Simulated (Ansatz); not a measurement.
Pyrite RuS2, treated with r²SCAN-D4 (Ansatz, a first-principles code, plane waves, PAW).

Settings: plane-wave cutoff 560 eV, 6×6×6 k mesh, Fermi–Dirac smearing 0.01 eV, no spin polarisation, scalar-relativistic PAW data made under PBE.

Results at a series of volumes:

```csv
V (Å³/atom),E − E_lowest (meV/atom)
14.164,15.02
14.459,3.60
14.754,0.00
15.049,3.33
15.344,12.82
```

### Question
Estimate the bulk modulus and its pressure derivative from these points.

### Answer
V0 = 14.754 Å³/atom, B0 = 188 GPa, B′ = 4.9 (fit to the energies at full precision).

Shape and atoms are relaxed at each volume.

Measured, for comparison: equilibrium volume per atom 14.71 Å³/atom (temperature not stated, no zero-point or thermal correction; as tabulated in Wikipedia's data pages). Computed (rounded) less measured: equilibrium volume per atom +0.3 %.

Note: the bulk modulus comes from volumes at which shape and atoms were relaxed.
